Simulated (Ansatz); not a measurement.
Mulliken charges of `C#CN` from ωB97M-V/def2-TZVPP in Ansatz (PBE0-D4/def2-TZVP geometry).

```csv
atom,x (Å),y (Å),z (Å),charge (e)
C1,-1.169,-0.478,-0.707,-0.258
C2,-0.183,-0.153,-0.101,-0.019
N3,0.924,0.147,0.600,-0.275
H4,-2.040,-0.760,-1.245,0.251
H5,1.728,0.391,0.042,0.150
H6,0.782,0.789,1.365,0.150
```

**Question.** By hand: the dipole of these point charges (1 e Å = 4.8032 D).

**Answer.** Σ q r = (-0.085, 0.072, -0.082) e Å, of length 0.138 e Å = 0.66 D.

**Question.** How does the dipole of the full density compare? (Estimate.)

**Answer.** Computed: (0.235, 0.286, 0.082) e Å, 1.82 D; the point charges give 0.36 times that, at 97° from its direction.

Point charges leave out the atoms' own dipoles, such as those of lone pairs, and Mulliken's split depends on the basis, so the two needn't agree.
